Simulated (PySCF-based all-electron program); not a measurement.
**Bond force of NaF, singlet**

All-electron Kohn–Sham DFT on the free molecule, computed near the basis limit with an in-house program on PySCF integrals; the spin-free Dirac equation, no spin–orbit coupling, spin-restricted. Forces are good to about 0.010 eV/Å. In part, the full relativistic part was added along one bond alone. A positive force pushes the atoms apart.

| r (Å) | PBE (eV/Å) | r2SCAN (eV/Å) |
| --- | --- | --- |
| 1.7334 | 3.733 | 3.591 |
| 1.755 | 3.170 | ? |
| 1.926 | 0.243 | 0.083 |
| 1.950 | -0.009 | ? |
| 2.1186 | -1.143 | -1.293 |

Problem. What does r2SCAN give at the lengths left open?

Solution. 1.755 Å: 3.026 eV/Å; 1.950 Å: -0.170 eV/Å.

Problem. Fit a Morse curve to the forces within 0.84 to 1.25 of the listed length with the smallest force. Where does the force vanish, what is the force constant, and what harmonic wavenumber follows with standard atomic masses?

Solution. PBE: 1.949 Å, 10 eV/Å², about 510 cm⁻¹; r2SCAN: 1.934 Å, 11 eV/Å², about 530 cm⁻¹. The points are far apart, so these are estimates.
